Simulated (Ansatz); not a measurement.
We consider zinc-blende HgTe, described by r²SCAN-D4 in Ansatz (plane waves, PAW).

Run with plane-wave cutoff 500 eV, 10×10×10 k mesh, Fermi–Dirac smearing 0.05 eV, scalar-relativistic PAW data made under PBE.

Computed at the level's own relaxed cell.

Question: What does this level give for the volume per atom and lattice parameter a?

Answer: 
* **volume per atom**: 35.03 Å³/atom
* **lattice parameter a**: 6.544 Å

The run finds no gap.

Measured, for comparison: equilibrium volume per atom 33.70 Å³/atom, lattice constant a 6.46 Å (room temperature, not corrected to a static lattice; as tabulated in Cava et al. (2013), arXiv:1302.1059). Computed (rounded) less measured: equilibrium volume per atom +3.9 %, lattice constant a +1.3 %.

Spin–orbit coupling is not included; it can shift volumes and moduli of such heavy elements.

Ansatz is a program for electronic structure.
